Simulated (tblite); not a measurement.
Compound: C5H9 (doublet state).
SMILES with atom numbers: `[CH2:1][C:2](=[CH2:3])[CH2:4][CH3:5]` (hydrogens: H6, H7 on C1; H8, H9 on C3; H10, H11 on C4; H12, H13, H14 on C5)

Structure used (GFN2-xTB), in Å, numbered top down from 1:
```
atom  x, y, z in Å
C1    -1.4034   -1.1169   -0.2502
C2    -0.7274   -0.0032    0.1932
C3    -1.2958    1.2498    0.1757
C4     0.6962   -0.1541    0.6719
C5     1.6709    0.0157   -0.4933
H6    -0.9518   -2.0920   -0.2324
H7    -2.4083   -1.0449   -0.6260
H8    -0.7600    2.1139    0.5243
H9    -2.2980    1.4017   -0.1832
H10    0.9114    0.5961    1.4348
H11    0.8332   -1.1414    1.1162
H12    1.4788   -0.7331   -1.2588
H13    2.6982   -0.0917   -0.1522
H14    1.5554    0.9998   -0.9422
```

All values are computed: GFN2-xTB (tblite) harmonic vibrations without scaling, gas phase. This tight-binding method is rough: wavenumbers can miss measured ones by several per cent, in bad cases by 10 to 20. One conformer, not necessarily the lowest. Open shells enter through the occupations alone, without spin polarisation, and single modes of such species can be off by tens of per cent.

Harmonic wavenumbers (cm⁻¹): 47.8, 213.2, 231.9, 408.7, 419.4, 515.0, 516.4, 591.7, 757.3, 766.6, 822.4, 849.3, 941.2, 1029.0, 1047.1, 1081.8, 1085.8, 1236.7, 1308.7, 1367.6, 1374.2, 1409.6, 1471.1, 1486.1, 1493.0, 1499.2, 1507.3, 2981.0, 2991.3, 3030.5, 3032.7, 3037.9, 3113.8, 3117.7, 3147.0, 3153.8.

A = 7732, B = 3918, C = 3079 MHz; mass 69.070 u (most abundant isotopes); point group Cs, symmetry number 1; spin multiplicity 2.

Problem. What is the zero-point energy?

Solution. Half the sum of the wavenumbers: 26542 cm⁻¹ = 317.51 kJ/mol.

Problem. Give the ideal-gas entropy at 200 K and 1 bar in the rigid-rotor, harmonic-oscillator model (classical rotation).

Solution. Translation 153.38, rotation 102.33, vibration 34.83, spin (R ln 2) 5.76: S = 296.3 J/(mol K).

Problem. And Cp and H(200 K) − H(0)?

Solution. Cp = 76.73 J/(mol K), of which vibrations give 43.47 (their classical limit is 36 R = 299.3); H(200 K) − H(0) = 10.50 kJ/mol without the zero-point energy, 3.85 from vibrations.

Problem. Which modes carry the vibrational entropy at 200 K?

Solution. 47.8 cm⁻¹: 17.23; 213.2 cm⁻¹: 5.53; 231.9 cm⁻¹: 4.96; 408.7 cm⁻¹: 1.82; 419.4 cm⁻¹: 1.71; 515.0 cm⁻¹: 0.98 J/(mol K); the other 30 give 2.60 together.

Problem. Blend soft modes into free rotors: weight 1/[1 + (100 cm⁻¹/ν̃)⁴] for the oscillator and the rest for a rotor with moment μB/(μ + B), μ = h/(8π²ν), B = 10⁻⁴⁴ kg m². What vibrational entropy results?

Solution. 31.30 J/(mol K) in place of 34.83, which changes −T·S at 200 K by +0.70 kJ/mol.

Problem. What must be added to the electronic energy to get the Gibbs energy at 200 K and 1 bar?

Solution. ZPE + [H(200 K) − H(0)] − T·S = 317.51 + 10.50 − 59.26 = 268.75 kJ/mol.

Hindered rotation and anharmonicity are outside this model. Other conformers, if any are populated, would add a mixing term that is left out.
